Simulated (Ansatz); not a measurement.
H$_{2}$Al–AlH, doublet: the ladder up to UCCSDT(Q)

Geometry: a point of a stretch scan, not a stationary point.

```json
{"atom": "Al", "x (Å)": "0.0000", "y (Å)": "0.0000", "z (Å)": "2.1847"}
{"atom": "Al", "x (Å)": "0.0000", "y (Å)": "0.0000", "z (Å)": "-2.2593"}
{"atom": "H", "x (Å)": "0.0000", "y (Å)": "1.4042", "z (Å)": "2.9236"}
{"atom": "H", "x (Å)": "0.0000", "y (Å)": "-1.4042", "z (Å)": "2.9236"}
{"atom": "H", "x (Å)": "0.0000", "y (Å)": "0.0000", "z (Å)": "-3.8487"}
```

Basis cc-pVTZ; Ansatz 0.2.0. Only valence electrons are correlated (noble-gas cores frozen), which leaves 9 electrons in 100 orbitals. Prefix R: restricted or restricted open-shell reference; prefix U: unrestricted. Active spaces: pair = (3e, 3o) about the gap; valence = (9e, 11o) chosen from the atoms' valence shells.

Full CI isn't at hand for all of this; UCCSDT(Q) serves as the reference, and is uncertain by the last step of the cluster series or more. The frozen core follows each run's orbitals, which can shift R against U totals by a few meV.

HF rows: RHF is the determinant under the cluster runs. Coupled cluster chose its determinant by a search with trial CCSD, here up to 0.03 eV above the lowest Hartree–Fock solution of its kind, and MP2 stands on that determinant too.

```
UHF ⟨S²⟩                            : 0.993
⟨S²⟩ of the determinant under UCCSD : 0.755
T1 diagnostic (RCCSD)               : 0.0170
largest doubles amplitude (RCCSD)   : 0.068
T1 diagnostic (UCCSD)               : 0.0133
```

| level | E − E(RHF) (eV) |
| --- | --- |
| RMP2 | -3.6356 |
| UMP2 | -3.6405 |
| RCCSD | -4.7095 |
| UCCSD | -4.7111 |
| RCCSD(T) | -4.7986 |
| UCCSD(T) | -4.7994 |

Estimate how far UCCSDT(Q) in cc-pVTZ lies from RCCSD(T). The table doesn't fix it; the size of (T) and the diagnostics are the guide.

UCCSDT(Q) in cc-pVTZ lies 1.08 mEh below RCCSD(T), which is 33 % of the (T) step (-3.27 mEh). The diagnostics give no warning, yet the rest is a sizeable part of (T).

The other levels:

| level | E − E(UCCSDT(Q)) (mEh) | share of correlation (%) | wall time |
| --- | --- | --- | --- |
| BCCD(T) | 1.07 | 99.40 | 5.5 s (H100) |
| RCCSDT | 0.13 | 99.93 | – |
| UCCSDT | 0.10 | 99.94 | – |
| RCCSDT(Q) | 0.03 | 99.98 | 21 s (H100) |
| CASSCF (pair space) | 159.04 | 10.37 | – |
| NEVPT2 (pair space) | 43.23 | 75.64 | 3.7 s (H100) |
| CASSCF (valence space) | 100.21 | 43.52 | – |
| NEVPT2 (valence space) | 34.32 | 80.66 | 42 s (H100) |

The correlation energy at UCCSDT(Q), counted from RHF, is -4.828 eV. That run took 42 s on 2 threads of AMD EPYC 7R13 with a shared H100 80 GB, shared host.

Run but not shown, since their state, orbitals or frozen core can't be matched to the reference's or they repeat it: UHF.

Times hold each run's SCF and search for its determinant on a shared host, so for small cases they say little of a method's own cost.

Natural occupations of CASSCF (valence space) about the gap: 1.982 1.975 1.972 1.859 0.995 0.071 0.071 0.026 0.019 0.017; effectively unpaired electrons, Σ n²(2−n)², 1.12.
